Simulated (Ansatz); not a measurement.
How far each method lies from full CI for H₂S, singlet

Geometry: a PBE0/def2-TZVP stationary point for this spin, not checked as a minimum.

| atom | x (Å) | y (Å) | z (Å) |
| --- | --- | --- | --- |
| S | 0.0000 | -0.0550 | 0.0000 |
| H | 0.0000 | 0.8742 | -0.9672 |
| H | 0.0000 | 0.8742 | 0.9672 |

Basis cc-pVDZ; Ansatz 0.2.0. Correlated methods freeze the noble-gas cores, which leaves 8 electrons in 23 orbitals. R marks a restricted (for open shells ROHF) determinant. Active spaces: pair = (2e, 2o) about the gap; valence = (8e, 6o) chosen from the atoms' valence shells.

Full CI is exact within this basis and frozen core; it isn't the basis-set limit.

- UHF ⟨S²⟩: 0.000
- T1 diagnostic (RCCSD): 0.0073
- largest doubles amplitude (RCCSD): 0.051

```tsv
level	E − E(full CI) (kJ/mol)	share of correlation (%)	wall time
RHF	449.3	0.00	–
RMP2	69.6	84.50	–
CISD	30.5	93.22	0.42 s
RCCSD	10.5	97.65	–
RCCSD(T)	1.8	99.60	0.18 s
BCCD(T)	1.8	99.60	0.21 s
RCCSDT	0.7	99.84	–
RCCSDT(Q)	0.1	99.98	0.6 s
RCCSDTQ	0.0	99.99	6.5 s
CASSCF (pair space)	408.6	9.05	–
NEVPT2 (pair space)	70.3	84.36	0.33 s
MRCISD (pair space)	24.8	94.49	–
MRCISD+Q (pair space)	-1.2	100.26	0.45 s
CASSCF (valence space)	357.3	20.47	–
NEVPT2 (valence space)	78.3	82.56	0.3 s
MRCISD (valence space)	18.4	95.90	–
MRCISD+Q (valence space)	-0.7	100.16	0.6 s
```

The correlation energy at full CI, counted from RHF, is -4.656 eV. That run took 56 s on 1 thread of INTEL XEON PLATINUM 8581C, shared host over 19,604,169 determinants.

Times hold each run's SCF and search for its determinant on a shared host, so for small cases they say little of a method's own cost; they ran on 1 thread of INTEL XEON PLATINUM 8581C.

Not variational, and here over 5 meV under the exact energy: MRCISD+Q (pair space), MRCISD+Q (valence space).

The full-CI state has the irrep A1 of C2v, in the program's axes.

Natural occupations of full CI about the gap: 1.976 1.955 1.951 1.947 0.042 0.032 0.016 0.015 0.014 0.012; effectively unpaired electrons, Σ n²(2−n)², 0.04.
